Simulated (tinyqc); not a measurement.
Pariser-Parr-Pople SCF with singles CI, for the molecule Oc1cc[nH]c1 (SMILES; centres numbered as the heavy atoms are written), step by step. Computed by tinyqc, a small Python program that keeps every step. Settings: charge = 0, gamma = Ohno, start = core, damping = 0.3, iteration cap = 88, excitations kept = 4. Command: `OMP_NUM_THREADS=1 python tinyqc.py 21070 21071 out.jsonl` (the two numbers bound the seeds that draw the settings). One thread of a shared host (Intel(R) Xeon(R) Processor @ 2.60GHz), about 0.01 s of CPU time with the checks. Later iterations appear only in the table of the cycle.

## PPP integrals

Centres (angstrom, eV; a flat drawing with bonds scaled to 1.40 angstrom):
```
centre         x         y  core charge z         W  gamma_rr
1O       2.15900   0.00000              2  32.25000  22.95000
2C       0.75900   0.00000              1  12.40000  10.44000
3C      -0.06400   1.13300              1  12.40000  10.44000
4C      -1.39500   0.70000              1  12.40000  10.44000
5N      -1.39500  -0.70000              2  22.58000  16.33000
6C      -0.06400  -1.13300              1  12.40000  10.44000
```

Resonance integrals (eV):
```
i  j      beta
1  2  -2.23000
2  3  -2.39000
3  4  -2.39000
4  5  -2.37000
5  6  -2.37000
6  2  -2.39000
```

Ohno: gamma = 14.399645/sqrt(R^2 + a^2), a = 2 x 14.399645/(gamma_rr + gamma_ss); H_rr = -W_r - sum_(s != r) z_s gamma_rs; H_rs = beta for bonds.

repulsion gamma_rs (eV), lower triangle:
```
          1O        2C        3C        4C        5N        6C
1O  22.95000
2C   8.75698  10.44000
3C   5.45451   7.32598  10.44000
4C   3.86718   5.43011   7.32785  10.44000
5N   3.89629   5.74285   5.74206   8.15565  16.33000
6C   5.45451   7.32598   5.42817   5.42944   8.15689  10.44000
```

core matrix H (eV), lower triangle:
```
           1O         2C         3C         4C         5N         6C
1O  -63.57575
2C   -2.23000  -61.48173
3C    0.00000   -2.39000  -54.87513
4C    0.00000    0.00000   -2.39000  -54.63306
5N    0.00000    0.00000    0.00000   -2.37000  -58.17003
6C    0.00000   -2.39000    0.00000    0.00000   -2.37000  -57.80640
```

## Starting guess

pi electrons, sum of z_r less the charge = 8

Orbitals of the core matrix H.

P at the start, lower triangle:
```
          1O        2C        3C        4C       5N       6C
1O   1.98296
2C   0.07309   1.68470
3C  -0.11457   0.51995   0.79708
4C  -0.00504  -0.02475   0.66669   0.86429
5N   0.07324  -0.28884   0.11092   0.63926  1.34893
6C  -0.09969   0.41407  -0.46752  -0.35753  0.60704  1.32204
```

## Iteration 1: Fock matrix

F_rr = H_rr + P_rr gamma_rr / 2 + sum_(s != r) P_ss gamma_rs; F_rs = H_rs - P_rs gamma_rs / 2; E = tr P (H + F) / 2 + core repulsion sum_(r<s) z_r z_s gamma_rs.

F (eV), lower triangle:
```
          1O        2C        3C        4C        5N        6C
1O  -5.91150
2C  -2.55000  -7.35834
3C   0.31247  -4.29458  -6.30095
4C   0.00974   0.06721  -4.83269  -9.28466
5N  -0.14269   0.82939  -0.31844  -4.97678  -7.34536
6C   0.27187  -3.90674   1.26888   0.97059  -4.84578  -7.72481
```

pi energy = -131.49133 eV

## Iteration 1: orbitals and new P

Diagonalise F (the basis is taken as orthonormal) and form P = 2 sum c c over the lowest orbitals; 0.3 of the old P is kept.

orbital energies (eV): -16.08152  -12.01302  -11.00873  -5.80396  -0.23011  1.21172

P after iteration 1, lower triangle:
```
          1O        2C        3C        4C       5N       6C
1O   1.89691
2C   0.24173   1.41190
3C  -0.24602   0.62223   0.99334
4C   0.05763  -0.12669   0.62334   1.16036
5N   0.09720  -0.26989  -0.12327   0.64634  1.20730
6C  -0.18898   0.49009  -0.28574  -0.32175  0.63939  1.33019
```

## Iteration 2: Fock matrix

As before.

F (eV), lower triangle:
```
          1O        2C        3C        4C        5N        6C
1O  -7.57972
2C  -3.28843  -7.24406
3C   0.67095  -4.66922  -6.34380
4C  -0.11144   0.34397  -4.67388  -9.22596
5N  -0.18935   0.77498   0.35390  -5.00565  -6.79565
6C   0.51541  -4.18521   0.77552   0.87346  -4.97772  -8.63259
```

pi energy = -134.25454 eV

## Iteration 2: orbitals and new P

As before.

orbital energies (eV): -16.05664  -12.50318  -11.53721  -7.50667  0.46089  1.32101

P after iteration 2, lower triangle:
```
          1O        2C        3C        4C       5N       6C
1O   1.84005
2C   0.34073   1.26589
3C  -0.30308   0.65828   1.09876
4C   0.07945  -0.15980   0.58166   1.29706
5N   0.10994  -0.25767  -0.22996   0.65361  1.12120
6C  -0.22726   0.50666  -0.19466  -0.30204  0.63925  1.37704
```

## Iteration 3: Fock matrix

As before.

F (eV), lower triangle:
```
          1O        2C        3C        4C        5N        6C
1O  -8.48705
2C  -3.72189  -7.14078
3C   0.82659  -4.80126  -6.41170
4C  -0.15362   0.43387  -4.52117  -9.20045
5N  -0.21417   0.73989   0.66021  -5.03533  -6.45637
6C   0.61979  -4.24589   0.52833   0.81995  -4.97713  -9.15572
```

pi energy = -135.49215 eV

## Iteration 3: orbitals and new P

As before.

orbital energies (eV): -16.11520  -12.74125  -11.75722  -8.31612  0.70580  1.37191

P after iteration 3, lower triangle:
```
          1O        2C        3C        4C       5N       6C
1O   1.80892
2C   0.39323   1.18793
3C  -0.32489   0.67121   1.15398
4C   0.08424  -0.16778   0.55246   1.35996
5N   0.11647  -0.25081  -0.27818   0.66064  1.06880
6C  -0.24084   0.50517  -0.15202  -0.29052  0.63029  1.42041
```

## Convergence

Stop when output and input P, before any damping, agree to 1e-7.

Course of the cycle:
```
iteration        E (eV)  largest |P(out) - P(in)|
1          -131.4913312                  4.23e-01
2          -134.2545358                  2.09e-01
3          -135.4921500                  1.11e-01
4          -135.9759941                  6.16e-02
5          -136.1561530                  3.55e-02
6          -136.2224090                  2.12e-02
7          -136.2469212                  1.33e-02
8          -136.2561427                  8.61e-03
9          -136.2596937                  5.59e-03
10         -136.2610983                  3.63e-03
11         -136.2616694                  2.37e-03
...                 ...                       ...
28         -136.2620903                  3.29e-06
29         -136.2620903                  2.27e-06
30         -136.2620903                  1.56e-06
31         -136.2620903                  1.08e-06
32         -136.2620903                  7.42e-07
33         -136.2620903                  5.11e-07
34         -136.2620903                  3.52e-07
35         -136.2620903                  2.43e-07
36         -136.2620903                  1.67e-07
37         -136.2620903                  1.15e-07
38         -136.2620903                  7.94e-08
```

Converged in 38 iterations.

## Converged orbitals

Charges are z - P_rr.

orbital energies (eV): -16.22374  -13.08803  -11.92812  -9.02687  0.78123  1.36767

coefficients:
```
        MO1       MO2       MO3       MO4       MO5       MO6
1O  0.21293  -0.51406  -0.27032   0.71051  -0.08705  -0.32392
2C  0.45969  -0.49450  -0.16483  -0.23795   0.17107   0.65658
3C  0.34787   0.03469  -0.48930  -0.50266   0.22158  -0.58017
4C  0.43207   0.58377  -0.37006   0.20419  -0.48392   0.24435
5N  0.40697   0.35928   0.29569   0.33593   0.71064  -0.00352
6C  0.51964  -0.14191   0.66027  -0.17701  -0.41819  -0.26012
```

pi charges: 1O 0.22501, 2C -0.07927, 3C -0.22862, 4C -0.41224, 5N 1.01003, 6C -0.51491

## Singles CI, singlets

Over the 4 single excitations with the smallest orbital gaps: A = (e_a - e_i) delta + 2 (ia|jb) - (ij|ab), with (pq|rs) = sum c_mp c_mq gamma_mn c_nr c_ns. f = 2/3 w |mu|^2 in atomic units, mu = sqrt2 sum c_ia sum_m c_mi c_ma R_m.

singlet CI matrix (eV), lower triangle:
```
          4>5       4>6       3>5      3>6
4>5   5.37497
4>6   0.05580   5.63945
3>5   0.08110   0.66012   6.96486
3>6  -0.55470  -0.09480  -0.06610  7.48048
```

singlet excitation energies (eV): 5.23511  5.36507  7.20660  7.65298

oscillator strengths: 0.16520  0.25420  0.67966  0.61232

## Singles CI, triplets

Over the 4 single excitations with the smallest orbital gaps: A = (e_a - e_i) delta - (ij|ab), with (pq|rs) = sum c_mp c_mq gamma_mn c_nr c_ns.

triplet CI matrix (eV), lower triangle:
```
          4>5       4>6       3>5      3>6
4>5   3.63343
4>6  -0.37748   2.39056
3>5  -0.61575   0.37074   5.16202
3>6   0.37074  -0.00869  -0.13448  6.26836
```

triplet excitation energies (eV): 2.26865  3.43214  5.38428  6.36929
